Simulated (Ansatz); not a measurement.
Calculation: frozen-core CCSD(T)/cc-pVTZ // B3LYP-D3(BJ)/def2-TZVP in Ansatz (a quantum-chemistry and plane-wave program).

Ansatz 0.2 input:
```yaml
crystal:
  periodic: [false, false, false]
  atoms:
    - { symbol: C, position_ang: [-1.272323, -0.129433, -0.180001] }
    - { symbol: C, position_ang: [0.033257, -0.085243, 0.609677] }
    - { symbol: C, position_ang: [1.247643, 0.19269, -0.272424] }
    - { symbol: H, position_ang: [-1.454399, 0.820188, -0.689492] }
    - { symbol: H, position_ang: [-1.242375, -0.911248, -0.943141] }
    - { symbol: H, position_ang: [-2.127603, -0.329148, 0.468351] }
    - { symbol: H, position_ang: [0.173914, -1.035136, 1.134081] }
    - { symbol: H, position_ang: [-0.03646, 0.682823, 1.385755] }
    - { symbol: H, position_ang: [1.14811, 1.152863, -0.784942] }
    - { symbol: H, position_ang: [2.170101, 0.22022, 0.310727] }
    - { symbol: H, position_ang: [1.360134, -0.578574, -1.038591] }
basis:
  gaussian: { orbitals: cc-pVTZ }
correlation:
  method: ccsd_t
```

Output:

```
Functional definition: HF
1116 factors; integrals over basis functions are off by at most 8.7e-4 eV
mean field evaluation 1: about -3216.6414 eV, gradient 3.1e1 eV
mean field evaluation 2: about -3216.6392 eV, gradient 3.1e1 eV
mean field evaluation 4: about -3219.2828 eV, gradient 3.1e0 eV
mean field evaluation 8: about -3219.3166 eV, gradient 1.4e-1 eV
mean field evaluation 16: about -3219.3212 eV, gradient 4.3e-1 eV
mean field -3219.31670027 eV, -118.3077066037 hartree, gradient 3.0e-6 eV, S^2 0.000000; 0 other end points of the search recorded, 0 dependent functions left out
3 core orbitals not correlated
reference -3219.31670027 eV, -118.3077066037 hartree; 10, 10 occupied and 189, 189 virtual orbitals, 1116 factors
second order -14.80453134 eV of doubles, -0.00000000 eV of singles
cycle   1  -15.51918857 eV  change   -7.1e-1 eV  update   6.9e-2
cycle   2  -15.88524688 eV  change   -3.7e-1 eV  update   2.0e-2
cycle   3  -15.92767161 eV  change   -4.2e-2 eV  update   6.3e-3
cycle   4  -15.92742352 eV  change    2.5e-4 eV  update   1.4e-3
cycle   5  -15.92773813 eV  change   -3.1e-4 eV  update   3.7e-4
cycle   6  -15.92780631 eV  change   -6.8e-5 eV  update   1.1e-4
cycle   7  -15.92780904 eV  change   -2.7e-6 eV  update   2.5e-5
perturbative correction -0.57122992 eV, -0.0209923124 hartree
Total energy: -3235.81573924 eV, -118.9140351022 hartree
```

Cost: roughly 27 core-seconds.
